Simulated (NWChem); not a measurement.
System: ethanol (C2H6O); SMILES CCO

The following NWChem deck was run.

```
start job
memory heap 200 mb stack 900 mb global 1100 mb
geometry units angstroms noautosym nocenter noautoz
  C      0.248698    -1.203641     0.033018
  C     -0.541542     0.090016    -0.018908
  O      0.265684     1.233055     0.084748
  H     -0.416728    -2.080766     0.008403
  H      0.852809    -1.250118     0.951796
  H      0.934462    -1.285843    -0.827244
  H     -1.165352     0.112434    -0.936439
  H     -1.242518     0.134033     0.830254
  H      0.876841     1.231942    -0.659191
end
basis spherical
  * library 6-31+g*
end
dft
  xc pbe0
  iterations 150
end
cosmo
  do_cosmo_smd true
  solvent water
end
task dft energy
```

Geometry: optimised at PBE0/def2-SVP. Solvent: water.

Solvent water, SMD (1 M gas to 1 M solution), gas-phase geometry.

Predict the main results of this run. (PBE0/6-31+G* (spherical d), SMD on the gas-phase geometry.) Quantities: basis functions; solvation free energy (kcal/mol); cavity-dispersion-structure term (kcal/mol); dipole in solution (D).


```yaml
number_of_basis_functions: 66
solvation free energy (kcal/mol): -5.5
cavity-dispersion-structure term (kcal/mol): 2.4
dipole in solution (D): 2.49
```
